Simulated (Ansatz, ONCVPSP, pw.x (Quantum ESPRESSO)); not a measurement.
## From atom to crystal: ONCV potential for gold (Au)

* Element: Au (Z = 79)
* Generator: ONCVPSP 4.0.1
* Type: optimised norm-conserving Vanderbilt (ONCV)
* Functional: LDA (Perdew-Wang 92)
* Relativity: scalar-relativistic
* Frozen core: [Kr] 4d10 4f14
* Valence charge: 19
* Reference configuration: 5s2 5p6 5d10 6s1
* Partial waves: 5s+6s: rc 1.45 bohr, ncon 5, nbas 8, qcut 8.6 1/bohr, 2 projectors; 5p: rc 1.80 bohr, ncon 5, nbas 9, qcut 7.5 1/bohr, 1 projector; 5d: rc 2.35 bohr, ncon 3, nbas 8, qcut 5.6 1/bohr, 1 projector
* Local potential: polynomial inside 1.00 bohr (lpopt 5, dvloc0 0 Ha)
* Core correction: none

Crystal test: bcc Au in pw.x 7.5, no spin, 14³ k-points, Fermi–Dirac smearing 0.01 Ry, cutoffs 95/380 Ry. The reference is all-electron LAPW (Ansatz 0.2.0) with the same functional, mesh and smearing; V0 and B0 come from Birch–Murnaghan fits to the pressures at five volumes. Errors are pseudo minus all-electron; Δ is the rms difference of the E(V) curves that follow from these fits, minima aligned, over ±6 % about the mean V0. Mesh and smearing are coarse, so the numbers serve the comparison and aren't converged zero-temperature values; the lattice is a test structure that the element need not adopt.

All-electron: a0 = 3.214 Å (V0 = 16.60 Å³/atom), B0 = 191.7 GPa.

Q: How far does the potential miss the all-electron equation of state?

A: mean pressure error (GPa): -8.39; a0 (Å): 3.169; a0 error (%): -1.41; B0 error (%): +15.2; Δ (meV/atom): 31.1. This is a poor potential for the solid.

```csv
V (Å³/atom),P all-electron (GPa),P pseudo (GPa)
15.767,11.43,1.98
16.182,5.24,-3.63
16.597,0.01,-8.33
17.012,-4.39,-12.26
17.427,-8.11,-15.55
```

Q: At the middle volume, how do free energy and pressure move when the wave cutoff is lowered (ecutrho kept at four times it)?

A:

```json
{"cutoff (Ry)": "43", "shift of F (meV/atom)": "+2182.7", "shift of P (GPa)": "-73.59"}
{"cutoff (Ry)": "57", "shift of F (meV/atom)": "+298.0", "shift of P (GPa)": "-15.21"}
{"cutoff (Ry)": "76", "shift of F (meV/atom)": "+21.5", "shift of P (GPa)": "-0.15"}
```

The run at the middle volume (104 k-points, 8 iterations) took about 25 s on one core of a shared host (Intel(R) Xeon(R) 6975P-C, 192 threads, 1512 GiB, load 81).
